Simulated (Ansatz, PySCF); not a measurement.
Molecule: hydrogen fluoride, HF (charge 0, singlet). SMILES: F
Geometry from a B3LYP-D3(BJ)/def2-TZVP (Ansatz, an electronic-structure program) optimisation:
```
F
H 1 0.9245
```

Property: atomisation energy, in kcal/mol. Conventions: UHF or UKS for open shells; 6-311+G** with 5d; atomisation electronic, to ground-state atoms; 6-31G* and kin with 6d, 5d where marked; spin-orbit terms left out; non-relativistic; frozen cores in correlated levels. Basis-set limits of correlation are two-point, X^-3; Hartree-Fock from the larger set (for Q and 5 zeta extrapolated as (X+1)exp(-9√X)). Ab initio and DFT rows: single points at B3LYP-D3(BJ) geometries (Ansatz).

Coupled cluster (Ansatz) is a level with limits of its own, used here on species with T1 under 0.025 (0.045 for open shells) and stable references: CCSD(T)/CBS(cc-pVQZ,cc-pV5Z).

Value to compare with, CCSD(T)/CBS(cc-pVQZ,cc-pV5Z) (Ansatz): 141.7 kcal/mol.

| level | program | atomisation energy (kcal/mol) | difference |
|---|---|---|---|
| HF/6-31G* | Ansatz | 87.5 | -54.2 |
| BLYP/6-31G* | Ansatz | 129.6 | -12.1 |
| B3LYP/3-21G | Ansatz | 114.0 | -27.7 |
| B3LYP/6-31G | Ansatz | 118.6 | -23.1 |
| B3LYP/6-31G* | Ansatz | 128.2 | -13.5 |
| PBE0/6-31G* | Ansatz | 126.4 | -15.3 |
| PBE0/6-311+G** | Ansatz | 135.5 | -6.2 |
| MP2/6-311+G** | Ansatz | 137.6 | -4.1 |
| B3PW91/6-31G* (5d) | PySCF | 127.5 | -14.2 |
| PBE0/def2-TZVPD | Ansatz | 136.0 | -5.7 |
| M06-2X/def2-TZVPD | PySCF | 138.8 | -2.9 |
| B2PLYP-D3(BJ)/def2-TZVPD | Ansatz + dftd3 | 138.0 | -3.7 |

Among the 9 habitual levels, HF/6-31G* lies farthest from CCSD(T)/CBS(cc-pVQZ,cc-pV5Z) (Ansatz) (-54.2 kcal/mol) and MP2/6-311+G** nearest (-4.1); 0 of 9 lie above it, and their mean absolute difference is 18.9 kcal/mol, the median 14.2. One case shows no general order.

The levels are drawn from those run, B3LYP/6-31G* more often than the rest, none by its result; runs whose electronic state is in doubt are left out.
